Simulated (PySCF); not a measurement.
## Structure from NMR data

An unknown has the formula C₆H₁₂. Its calculated NMR data are:

¹H NMR (500 MHz, computed): δ 1.47 (s, 12H).

¹³C{¹H} NMR (computed): δ 30.9 (CH2, 6C).

PySCF calculation with structure optimised with GFN2-xTB and σ from GIAO-PBE0/pcSseg-1; single conformer, no solvent, equivalent nuclei averaged, non-relativistic.

Scale: ¹H, ¹³C vs TMS (reference shieldings calculated alike).

Choose the structure that fits.
A. CCC=C(C)C
B. C=C(CC)CC
C. C1CCCCC1
D. CC(C)=C(C)C
E. CC/C=C/CC

Answers

C. 

Rings plus π bonds: 1 (1 ring in the answer). 1 carbon signal for 6 carbons: some carbons are equivalent by symmetry or fast rotation. Carbon types of the structure: 6 × CH2, which accounts for all hydrogens. δC 30.9: sp3 CH2 in a ring; saturated and bonded to C and H only. δH 1.47: hydrogen on an sp3 CH2 in a ring; far from electronegative atoms and π systems.

The others: CC/C=C/CC would give 3 carbon signals, not 1; CCC=C(C)C would give 6 carbon signals, not 1; C=C(CC)CC would give 4 carbon signals, not 1; CC(C)=C(C)C would give 2 carbon signals, not 1.

Shifts are as computed. Against solution values, carbons near 30 ppm lie about +3 ppm off and those near 130 ppm about +5 ppm. Of 1211 compounds with measured shifts, 218 miss one by over three times the rms of a fit or turn the order of signals round; such compounds aren't used in these exercises.
